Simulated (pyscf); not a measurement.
`[CH3][CH3]` + `[CH3][Ga][CH3]` [doublet] -> `[CH3][Ga]([CH3])[CH3]` + `[CH3]` [doublet] (substitution at C; doublet surface; C–C broken, C–Ga formed). PySCF, gas phase, ωB97X-D3(BJ)/def2-SVP geometries. Energies in kcal/mol from the separated reactants.

```csv
level,barrier,reaction energy
ωB97X-D3(BJ)/def2-TZVP,50.1,+17.0
PBE/def2-TZVP,41.7,+21.1
B3LYP-D3(BJ)/def2-TZVP,45.7,+19.3
M06-2X/def2-TZVP,[?],[?]
ωB97M-D3(BJ)/def2-TZVP,51.1,+19.3
HF/def2-TZVP,[?],+13.8
```

**Question.** Fill in the missing entries.

**Answer.** 
- M06-2X/def2-TZVP, barrier: 49.3
- M06-2X/def2-TZVP, reaction energy: +20.4
- HF/def2-TZVP, barrier: 63.9

The functionals in the table span 9.3 kcal/mol in this barrier, from PBE to ωB97M-D3(BJ)/def2-TZVP. This is the saddle that the search found; another between the same sides may lie lower. The angle at the attacked C is 162°. Elements up to Kr have no core potential and no relativistic terms here.
